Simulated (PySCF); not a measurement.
Isomers of C5H13N and their computed core-level spectra.

Computed, not measured: PySCF, delta-SCF UKS SCAN, pcX-2 on the ionised atom, pcseg-1 elsewhere, spin-free X2C. Geometries: PBE0-D3(BJ)/def2-SVP; isolated species, one conformer each.

Line lists (1s up to Mg, 2p3/2 beyond; areas count atoms within a level, one atom standing for each set equivalent by bonding):
1. C 1s: 290.39 (area 1), 290.55 (area 1), 291.02 (area 1), 291.16 (area 2) eV; N 1s: 404.51 eV
2. C 1s: 290.23 (area 3), 291.17 (area 1), 291.18 (area 1) eV; N 1s: 404.37 eV
3. C 1s: 290.28 (area 2), 291.12 (area 1), 291.13 (area 2) eV; N 1s: 404.34 eV

Structures:
A. `CCCN(C)C`
B. `CC(C)N(C)C`
C. `CNC(C)(C)C`

Task: Match each list to its structure.

Result: 
- 1 = A: no other candidate has these counts of sites. C 1s: 290.39 chain CH2 carbon, 290.55 methyl carbon, 291.02 sp3 carbon bound to nitrogen, 291.16 N-methyl carbon (×2); N 1s: 404.51 tertiary amine nitrogen.
- 2 = C: no other candidate has these counts of sites. C 1s: 290.23 methyl carbon (×3), 291.17 N-methyl carbon, 291.18 sp3 carbon bound to nitrogen; N 1s: 404.37 secondary amine nitrogen.
- 3 = B: no other candidate has these counts of sites. C 1s: 290.28 methyl carbon (×2), 291.12 sp3 carbon bound to nitrogen, 291.13 N-methyl carbon (×2); N 1s: 404.34 tertiary amine nitrogen.
